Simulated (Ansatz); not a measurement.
HBAl, quartet: reading a ladder of total energies

Geometry: that of the HBAl, doublet, kept fixed.

```xyz
3

B     0.0000   -0.0920    0.3143
Al    0.0000   -0.0334   -1.8050
H     0.0000    0.1253    1.4907
```

Basis 6-31G; Ansatz 0.2.0. Only valence electrons are correlated (noble-gas cores frozen), which leaves 7 electrons in 18 orbitals. R marks a restricted (for open shells ROHF) determinant, U an unrestricted one.

Full CI is exact within this basis and frozen core; it isn't the basis-set limit. The frozen core follows each run's orbitals, which can shift R against U totals by a few meV.

UCCSD has a T1 diagnostic of 0.043 and a largest doubles amplitude of 0.12.

Runs differ by some tens of microhartree through their thresholds and, for an open shell, their frozen cores, so the step to full CI, which has another core, is uncertain by up to 0.1 kcal/mol.

| level | total energy (hartree) |
| --- | --- |
| UHF | -267.022355 |
| UMP2 | -267.088699 |
| UCCSD | -267.111611 |
| UCCSD(T) | -267.114702 |
| UCCSDT | -267.115674 |
| UCCSDT(Q) | -267.116035 |
| UCCSDTQ | -267.116138 |
| full CI | -267.116152 |

Task: What is the correlation energy at full CI, and what share of it do UMP2 and UCCSD recover?

Result: E(corr) = -267.116152 − (-267.022355) = -0.093797 hartree = -2.552 eV. UMP2: -0.066344 / -0.093797 = 70.73 %. UCCSD: -0.089256 / -0.093797 = 95.16 %.

Task: By how many kcal/mol does UCCSD(T) miss full CI (1 hartree = 627.509 kcal/mol), and which steps make up the rest?

Result: -267.114702 − (-267.116152) = 0.001450 hartree = 0.91 kcal/mol. Steps: UCCSDT − UCCSD(T) = -0.61, UCCSDT(Q) − UCCSDT = -0.23, UCCSDTQ − UCCSDT(Q) = -0.06, full CI − UCCSDTQ = -0.01 kcal/mol. Differences between like states or geometries often cancel part of this.
